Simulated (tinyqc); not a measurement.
Worked calculation (part 2 of 2): MP2 on RHF in the sto-3g basis, for H2O, spin multiplicity 1. Computed by tinyqc, a small Python program that keeps every step (integrals from PySCF). Command: `OMP_NUM_THREADS=1 python tinyqc.py 24965 24966 out.jsonl` (the two numbers bound the seeds that draw the settings). One thread of a shared host (Intel(R) Xeon(R) Processor @ 2.60GHz), about 0.2 s of CPU time with the checks.

Geometry (angstrom):
```
atom         x          y         z
O     0.000000   0.000000  0.000000
H     0.000000   0.931000  0.699000
H     0.000000  -0.931000  0.699000
```

## Second-order Moller-Plesset energy

orbital energies (hartree): [-20.269968, -1.189330, -0.523138, -0.423011, -0.386802, 0.424018, 0.535144]

Two-electron integrals over orbitals (pq|rs), unique and non-zero (hartree):
```
(11|11) 4.747394    (21|11) -0.433863   (21|21) 0.062578    (22|11) 1.028386
(22|21) -0.016061   (22|22) 0.725831    (31|31) 0.010412    (32|31) 0.016430
(32|32) 0.125365    (33|11) 0.746831    (33|21) -0.004774   (33|22) 0.603565
(33|33) 0.578527    (41|11) 0.154794    (41|21) -0.020861   (41|22) 0.011118
(41|33) 0.005112    (41|41) 0.022943    (42|11) -0.148024   (42|21) 0.007518
(42|22) -0.032209   (42|33) 0.003445    (42|41) 0.018659    (42|42) 0.130023
(43|31) -0.002131   (43|32) 0.030005    (43|43) 0.058626    (44|11) 0.915699
(44|21) -0.010642   (44|22) 0.655979    (44|33) 0.554079    (44|41) -0.008088
(44|42) -0.089167   (44|44) 0.680250    (51|51) 0.025943    (52|51) 0.033530
(52|52) 0.152807    (53|53) 0.025517    (54|51) -0.011120   (54|52) -0.041921
(54|54) 0.045653    (55|11) 1.115363    (55|21) -0.012313   (55|22) 0.758435
(55|33) 0.590824    (55|41) 0.004364    (55|42) -0.080693   (55|44) 0.678978
(55|55) 0.880159    (61|11) -0.184822   (61|21) 0.028175    (61|22) -0.002693
(61|33) 0.000573    (61|41) 0.004107    (61|42) 0.020637    (61|44) -0.014356
(61|55) -0.005089   (61|61) 0.024103    (62|11) 0.250923    (62|21) -0.005971
(62|22) 0.125424    (62|33) 0.061351    (62|41) 0.018243    (62|42) 0.037077
(62|44) 0.056949    (62|55) 0.134258    (62|61) 0.010674    (62|62) 0.091974
(63|31) 0.002309    (63|32) -0.037365   (63|43) -0.041735   (63|63) 0.078042
(64|11) 0.284564    (64|21) -0.003892   (64|22) 0.138741    (64|33) 0.049550
(64|41) 0.001154    (64|42) -0.050459   (64|44) 0.133330    (64|55) 0.159533
(64|61) -0.001929   (64|62) 0.059254    (64|64) 0.105957    (65|51) 0.012289
(65|52) 0.048671    (65|54) 0.007764    (65|65) 0.032957    (66|11) 0.767693
(66|21) -0.007470   (66|22) 0.583468    (66|33) 0.538328    (66|41) 0.016586
(66|42) 0.044537    (66|44) 0.538440    (66|55) 0.570325    (66|61) 0.008520
(66|62) 0.087722    (66|64) 0.055364    (66|66) 0.570864    (71|31) 0.014071
(71|32) 0.021289    (71|43) -0.002902   (71|63) 0.002619    (71|71) 0.019039
(72|31) 0.015077    (72|32) 0.059164    (72|43) -0.027687   (72|63) 0.027420
(72|71) 0.019550    (72|72) 0.070635    (73|11) 0.374291    (73|21) -0.006890
(73|22) 0.174334    (73|33) 0.088097    (73|41) -0.000126   (73|42) -0.075397
(73|44) 0.138685    (73|55) 0.207523    (73|61) -0.005236   (73|62) 0.065129
(73|64) 0.107522    (73|66) 0.046198    (73|73) 0.161965    (74|31) -0.007614
(74|32) -0.069326   (74|43) -0.018293   (74|63) 0.058286    (74|71) -0.010356
(74|72) -0.017389   (74|74) 0.071012    (75|53) 0.023941    (75|75) 0.025445
(76|31) 0.007115    (76|32) 0.081774    (76|43) 0.066649    (76|63) -0.068771
(76|71) 0.009478    (76|72) -0.001735   (76|74) -0.060806   (76|76) 0.112087
(77|11) 0.831339    (77|21) -0.008868   (77|22) 0.604189    (77|33) 0.571772
(77|41) 0.003466    (77|42) -0.020143   (77|44) 0.569673    (77|55) 0.604777
(77|61) -0.003355   (77|62) 0.058480    (77|64) 0.055291    (77|66) 0.541375
(77|73) 0.098824    (77|77) 0.588459
```

Hartree-Fock energy = -74.91261909 hartree

E2 = sum_ijab (ia|jb) [2 (ia|jb) - (ib|ja)] / (e_i + e_j - e_a - e_b) over occupied i, j and virtual a, b; the opposite-spin part is (ia|jb)^2 / denominator, the rest is same-spin, and SCS-MP2 scales them by 6/5 and 1/3.

Terms:
```
i  j  a  b    (ia|jb)    (ib|ja)  denominator       term
3  3  7  7   0.161965   0.161965    -2.116564  -0.012394
4  3  6  7   0.107522   0.058286    -1.905311  -0.008846
3  4  7  6   0.107522   0.058286    -1.905311  -0.008846
4  4  6  6   0.105957   0.105957    -1.694058  -0.006627
3  3  6  6   0.078042   0.078042    -1.894312  -0.003215
4  4  7  7   0.071012   0.071012    -1.916311  -0.002631
2  2  6  6   0.091974   0.091974    -3.226696  -0.002622
3  2  7  6   0.065129   0.027420    -2.671630  -0.002507
2  3  6  7   0.065129   0.027420    -2.671630  -0.002507
2  2  7  7   0.070635   0.070635    -3.448948  -0.001447
2  4  6  6   0.059254   0.059254    -2.460377  -0.001427
4  2  6  6   0.059254   0.059254    -2.460377  -0.001427
5  5  6  6   0.032957   0.032957    -1.621640  -0.000670
5  5  7  7   0.025445   0.025445    -1.843893  -0.000351
4  3  7  6   0.058286   0.107522    -1.905311  -0.000277
3  4  6  7   0.058286   0.107522    -1.905311  -0.000277
2  4  7  7  -0.017389  -0.017389    -2.682630  -0.000113
4  2  7  7  -0.017389  -0.017389    -2.682630  -0.000113
3  2  6  7   0.027420   0.065129    -2.671630   0.000106
2  3  7  6   0.027420   0.065129    -2.671630   0.000106
2  1  7  7   0.019550   0.019550   -22.529586  -0.000017
1  2  7  7   0.019550   0.019550   -22.529586  -0.000017
1  1  6  6   0.024103   0.024103   -41.387972  -0.000014
1  1  7  7   0.019039   0.019039   -41.610225  -0.000009
1  2  6  6   0.010674   0.010674   -22.307334  -0.000005
2  1  6  6   0.010674   0.010674   -22.307334  -0.000005
4  1  7  7  -0.010356  -0.010356   -21.763268  -4.93e-06
1  4  7  7  -0.010356  -0.010356   -21.763268  -4.93e-06
3  1  7  6  -0.005236   0.002619   -21.752268  -3.15e-06
1  3  6  7  -0.005236   0.002619   -21.752268  -3.15e-06
3  1  6  7   0.002619  -0.005236   -21.752268  -1.26e-06
1  3  7  6   0.002619  -0.005236   -21.752268  -1.26e-06
4  1  6  6  -0.001929  -0.001929   -21.541015  -1.73e-07
1  4  6  6  -0.001929  -0.001929   -21.541015  -1.73e-07
```

Pair energies (hartree; pair i-j sums ij and ji):
```
pair  opposite spin  same spin
1-1       -0.000023   0.000000
2-1       -0.000044   0.000000
2-2       -0.004068   0.000000
3-1       -3.15e-06  -0.000006
3-2       -0.003738  -0.001065
3-3       -0.015609   0.000000
4-1       -0.000010   0.000000
4-2       -0.003080   0.000000
4-3       -0.015702  -0.002545
4-4       -0.009259   0.000000
5-5       -0.001021   0.000000
```

MP2 correlation energy = -0.05617160 hartree

SCS-MP2 correlation energy = -0.06427301 hartree

MP2 total energy = -74.96879070 hartree
